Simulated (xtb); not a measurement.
xtb input:

```bash
xtb mol.xyz --gfn 2 --ohess tight --chrg 1 --uhf 0
```
mol.xyz:
```
7

C     -0.02050333     0.00266639    -0.98368551
C      0.01967715     0.03326397     0.53657747
N      0.01254440    -0.03391548     1.67499243
H      0.01512180     1.00045935    -1.32781569
H      0.86343971    -0.51539980    -1.29574324
H     -0.92581382    -0.50484504    -1.33379304
H      0.01738795    -0.03702855     2.67534712
```

Problem. What final total energy does it print?

Solution. -8.74565 Eh (GFN2-xTB).

It need not be the lowest isomer of its formula.
